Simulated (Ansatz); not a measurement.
Basis-set extrapolation for CCl$_{4}$ (PBE0-D4/def2-TZVP geometry, frozen core, Ansatz 0.2.0). Multiplicity 1, RHF reference.

```
                       def2-TZVPP    def2-QZVPP
                 HF  -1875.885349  -1875.937772
    MP2 correlation     -0.928429     -1.019450
CCSD(T) correlation     -1.028441     -1.120032
```

Energies in hartree. Use E(X) = E(∞) + A·exp(−7.88·√X) for Hartree–Fock and E(X) = E(∞) + B·X^(−2.97) for correlation, with X = 3 and 4.

Task: What is the CCSD(T) energy at the basis-set limit?

Result: HF limit: -1875.937772 + (-0.052423) × 0.13774 = -1875.94499. Correlation limit: -1.120032 + (-0.091591) × 0.74074 = -1.18788. Total: -1877.13287 hartree, 575.2 kJ/mol below CCSD(T)/def2-TZVPP.
